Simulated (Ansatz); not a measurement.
Ansatz (an electronic-structure program) input (HF/3-21G): The .json file is the Basis Set Exchange's 3-21G.

Ansatz 0.2 input:
```yaml
crystal:
  periodic: [false, false, false]
  atoms:
    - {symbol: C, position_ang: [0.10850459, 0.05504033, -0.05250686]}
    - {symbol: O, position_ang: [0.22328157, 1.21371744, -0.51862629]}
    - {symbol: O, position_ang: [-1.20140996, -0.25340913, 0.44854802]}
    - {symbol: H, position_ang: [-1.65579332, 0.58035355, 0.27135946]}
    - {symbol: C, position_ang: [1.01286197, -0.97365632, 0.06482395]}
    - {symbol: H, position_ang: [0.72779788, -1.92009361, 0.50193316]}
    - {symbol: H, position_ang: [2.02482319, -0.83103053, -0.28656900]}
basis:
  gaussian:
    orbitals: 3-21G.json
hamiltonian:
  xc: {name: HF}
total_charge: -1
relax: {f_tol: 0.003, max_steps: 120}
```

From the last part of the output:

```
reference -6147.07839447 eV, -225.9009643572 hartree; 16, 16 occupied and 26, 26 virtual orbitals, 529 factors
relax step   3: F+E_penalty+E_count = -6147.07839447 eV  Δ(F+E_penalty+E_count) = -3.944e-3 eV  max|allowed force component| = 8.635e-2 eV/Å  Δτ_max = 0.0189 Å  (26 SCF iters, accepted)
these checks for a lower state are left out or cut short: starts, cluster_reference, orbital_swaps, neighbouring_geometries, increment
integrals: 0.01 GiB planned
529 factors; integrals over basis functions are off by at most 6.5e-4 eV
mean field: 0.08 GiB planned
mean field -6147.07866200 eV, -225.9009741888 hartree, gradient 2.6e-5 eV, S^2 0.000000; 0 other end points of the search recorded, 0 dependent functions left out
the calculation of the forces begins
reference -6147.07866200 eV, -225.9009741888 hartree; 16, 16 occupied and 26, 26 virtual orbitals, 529 factors
relax step   4: F+E_penalty+E_count = -6147.07866200 eV  Δ(F+E_penalty+E_count) = -2.675e-4 eV  max|allowed force component| = 4.108e-2 eV/Å  Δτ_max = 0.0053 Å  (27 SCF iters, accepted)
these checks for a lower state are left out or cut short: starts, cluster_reference, orbital_swaps, neighbouring_geometries, increment
integrals: 0.01 GiB planned
529 factors; integrals over basis functions are off by at most 6.5e-4 eV
mean field: 0.08 GiB planned
mean field evaluation 32: about -6147.0739 eV, gradient 2.5e-4 eV
mean field -6147.07858422 eV, -225.9009713305 hartree, gradient 2.6e-5 eV, S^2 0.000000; 0 other end points of the search recorded, 0 dependent functions left out
the calculation of the forces begins
reference -6147.07858422 eV, -225.9009713305 hartree; 16, 16 occupied and 26, 26 virtual orbitals, 529 factors
relax step   5: F+E_penalty+E_count = -6147.07858422 eV  Δ(F+E_penalty+E_count) = +7.778e-5 eV  max|allowed force component| = 9.347e-2 eV/Å  Δτ_max = 0.0048 Å  (27 SCF iters, rejected (line search))
these checks for a lower state are left out or cut short: starts, cluster_reference, orbital_swaps, neighbouring_geometries, increment
integrals: 0.01 GiB planned
529 factors; integrals over basis functions are off by at most 6.5e-4 eV
mean field: 0.08 GiB planned
mean field -6147.07869124 eV, -225.9009752633 hartree, gradient 2.6e-5 eV, S^2 0.000000; 0 other end points of the search recorded, 0 dependent functions left out
the calculation of the forces begins
reference -6147.07869124 eV, -225.9009752633 hartree; 16, 16 occupied and 26, 26 virtual orbitals, 529 factors
relax step   6: F+E_penalty+E_count = -6147.07869124 eV  Δ(F+E_penalty+E_count) = -2.924e-5 eV  max|allowed force component| = 4.438e-3 eV/Å  Δτ_max = 0.0021 Å  (28 SCF iters, accepted)
these checks for a lower state are left out or cut short: starts, cluster_reference, orbital_swaps, neighbouring_geometries, increment
integrals: 0.01 GiB planned
529 factors; integrals over basis functions are off by at most 6.5e-4 eV
mean field: 0.08 GiB planned
mean field -6147.07869164 eV, -225.9009752781 hartree, gradient 2.5e-5 eV, S^2 0.000000; 0 other end points of the search recorded, 0 dependent functions left out
the calculation of the forces begins
reference -6147.07869164 eV, -225.9009752781 hartree; 16, 16 occupied and 26, 26 virtual orbitals, 529 factors
relax step   7: F+E_penalty+E_count = -6147.07869164 eV  Δ(F+E_penalty+E_count) = -4.008e-7 eV  max|allowed force component| = 5.807e-4 eV/Å  Δτ_max = 0.0002 Å  (17 SCF iters, accepted)
integrals: 0.01 GiB planned
529 factors; integrals over basis functions are off by at most 6.5e-4 eV
mean field: 0.08 GiB planned
mean field -6147.07869164 eV, -225.9009752781 hartree, gradient 2.5e-5 eV, S^2 0.000000; 1 other end points of the search recorded, 0 dependent functions left out
the calculation of the forces begins
reference -6147.07869164 eV, -225.9009752781 hartree; 16, 16 occupied and 26, 26 virtual orbitals, 529 factors
Total energy: -6147.07869164 eV, -225.9009752781 hartree
Atom 0 at     0.134238     0.061159    -0.062372 Å, force    -0.000581     0.000330     0.000048 eV/Å
Atom 1 at     0.230475     1.224365    -0.524718 Å, force     0.000521    -0.000032    -0.000141 eV/Å
Atom 2 at    -1.177215    -0.254126     0.441686 Å, force    -0.000135    -0.000196     0.000113 eV/Å
Atom 3 at    -1.686891     0.553878     0.290400 Å, force    -0.000066    -0.000035     0.000032 eV/Å
Atom 4 at     1.011953    -0.967449     0.062776 Å, force     0.000348    -0.000436     0.000060 eV/Å
Atom 5 at     0.705997    -1.895582     0.499212 Å, force     0.000071     0.000287    -0.000128 eV/Å
Atom 6 at     2.021509    -0.851323    -0.278021 Å, force    -0.000159     0.000081     0.000017 eV/Å
Dipole moment:    -0.406178    -0.000656     0.119927 e Å
```

The dipole moment of an ion depends on the origin.
